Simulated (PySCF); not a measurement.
Bond curve of Na2

Set-up: basis Na def2-TZVPP; no relativity; PySCF 2.14. Energies in eV from Na + Na in their ground configurations at the same level. All curves are PBE0. state 1: ¹Σg⁺ (singlet), closed shell; state 2: triplet, unpaired electrons σ ↑↑, a second solution, started from another occupation; state 3: ³Πu (triplet), unpaired electrons σ ↑, π ↑, a second solution, started from another occupation.

```json
{"R (Å)": "2.666", "state 1": "-0.5587", "state 2": "0.6444", "state 3": "1.0435"}
{"R (Å)": "2.790", "state 1": "-0.6281", "state 2": "0.5087", "state 3": "0.9789"}
{"R (Å)": "2.914", "state 1": "-0.6699", "state 2": "0.3971", "state 3": "0.9389"}
{"R (Å)": "3.007", "state 1": "-0.6860", "state 2": "0.3270", "state 3": "0.9226"}
{"R (Å)": "3.100", "state 1": "-0.6911", "state 2": "0.2670", "state 3": "0.9163"}
{"R (Å)": "3.193", "state 1": "-0.6867", "state 2": "0.2160", "state 3": "0.9186"}
{"R (Å)": "3.317", "state 1": "-0.6687", "state 2": "0.1600", "state 3": "0.9331"}
{"R (Å)": "3.472", "state 1": "-0.6308", "state 2": "0.1059", "state 3": "0.9657"}
{"R (Å)": "3.658", "state 1": "-0.5690", "state 2": "0.0594", "state 3": "1.0206"}
{"R (Å)": "3.906", "state 1": "-0.4741", "state 2": "0.0200", "state 3": "1.1114"}
```

Problem. Put a parabola through the three lowest points of the state 1 curve and estimate Re, k and ωe (reduced mass 11.49 u; 1 eV/Å² = 0.16022 mdyn/Å; ωe = 1302.8·√(k/μ) cm⁻¹).

Solution. Through R = 3.007, 3.1, 3.193 Å the second-order coefficient is 0.549 eV/Å², so Re ≈ 3.103 Å, k ≈ 0.176 mdyn/Å and ωe ≈ 161 cm⁻¹. A polynomial fit of higher order to the unrounded PBE0 energies gives Re = 3.101 Å, k = 0.174 mdyn/Å, ωe = 160 cm⁻¹; anharmonicity and rounding make the difference.

The higher-order fit for each curve: state 1: Re = 3.101 Å, ωe = 160 cm⁻¹, De = 0.69 eV; state 3: Re = 3.119 Å, ωe = 151 cm⁻¹, minimum 0.92 eV above the ground-state fragments. State 2 gave no clean fit.

Closed-shell solutions of metal pairs were not tested for spin polarisation, which can lower them a little. ⟨S²⟩ of the unrestricted solution departs from its pure value on part of the curve, where spin states mix.
